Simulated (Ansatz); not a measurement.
System: C$_{4}$H$_{9}$, net charge -1, singlet state. It need not be the lowest isomer of its formula. Whether it binds its extra electron was not tested at this geometry. SMILES: C[CH-]CC
Coordinates optimised at B3LYP-D3(BJ)/def2-TZVP (Ansatz, an electronic-structure program):
```xyz
13

C      0.7240     1.7924    -0.0303
C      0.7603     0.2805    -0.0474
C     -0.6336    -0.2832    -0.0135
C     -0.6760    -1.8138    -0.0219
H      1.7284     2.2279     0.0603
H     -1.7014    -2.2086     0.0192
H      0.1094     2.2646     0.7962
H      0.2929     2.2042    -0.9577
H     -0.1328    -2.2127     0.8423
H     -0.1775    -2.1966    -0.9176
H      1.2973    -0.0678     0.8547
H     -1.2016     0.0790    -0.8868
H     -1.2633     0.0545     0.8680
```
Charge -1, spin multiplicity 1.

Task: Give the harmonic wavenumbers at B3LYP-D3(BJ)/def2-TZVP (Ansatz, finite differences of forces, unscaled).

Result: 126, 228, 255, 293, 434, 735, 791, 840, 947, 984, 1012, 1079, 1107, 1175, 1250, 1303, 1354, 1369, 1370, 1449, 1467, 1469, 1482, 1496, 2525, 2568, 2869, 2905, 2912, 2960, 2981, 3018, 3047 cm⁻¹. Zero-point energy 71.2 kcal/mol.

Task: From these and the geometry, give the ideal-gas thermochemistry at 298.15 K and 1 atm (rigid rotor, harmonic oscillator).

Result: Point group C1, rotational symmetry number 1. Rotational constants 25.84, 3.73, 3.504 GHz. S(trans) 38.05, S(rot) 24.37, S(vib) 10.23, S(elec, spin only) 0.00, S 72.7 cal/(mol K). H(298) - H(0) 4.19 kcal/mol; G - E(el) 53.7 kcal/mol.
